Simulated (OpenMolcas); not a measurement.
**A ladder of methods for Li2 (lithium dimer)**

Li2 has 2 atoms, charge 0, and is taken as a singlet. As SMILES, `[Li][Li]`. The bond length is the measured one.

```xyz
2

Li    0.0000    0.0000    0.0000
Li    0.0000    0.0000    2.6729
```

Quantity: the energy change with the Li1–Li2 bond stretched from 2.673 to 3.341 Å, in eV. The values are calculated.

| level | kind | program | value (eV) | less FCI/3-21G | CPU time (all runs) |
| --- | --- | --- | --- | --- | --- |
| PBE/3-21G (restricted) | GGA | OpenMolcas | 0.16 | -0.01 | 5.2 s |
| r2SCAN/3-21G (restricted) | meta-GGA | OpenMolcas | 0.15 | -0.02 | 5.8 s |
| B3LYP/3-21G (restricted) | global hybrid | OpenMolcas | 0.19 | +0.02 | 5.3 s |
| CASSCF(2,2)/3-21G | multireference | OpenMolcas | 0.00 | -0.17 | 3.6 s |
| CASSCF(2,8)/3-21G | multireference | OpenMolcas | 0.17 | 0.00 | 3.6 s |
| MRCI(2,8)/3-21G | multireference | OpenMolcas | 0.17 | 0.00 | 11 s |
| SC-NEVPT2(2,2)/3-21G | multireference | OpenMolcas | 0.06 | -0.11 | 3.4 s |
| FCI/3-21G | exact in the basis | OpenMolcas | 0.17 | 0.00 | 23 s |

FCI/3-21G is exact within its basis and frozen core, so for wave-function methods in that basis the difference is their error; functionals converge differently with the basis, so for them it is only a difference. The first shape isn't each level's own minimum. The values span 0.00 to 0.19 eV. All rows use very small basis sets, so even the best lies far from the true value. Times are those of the runs behind each value, whatever else they computed, on shared processors of several kinds: orders of magnitude only.
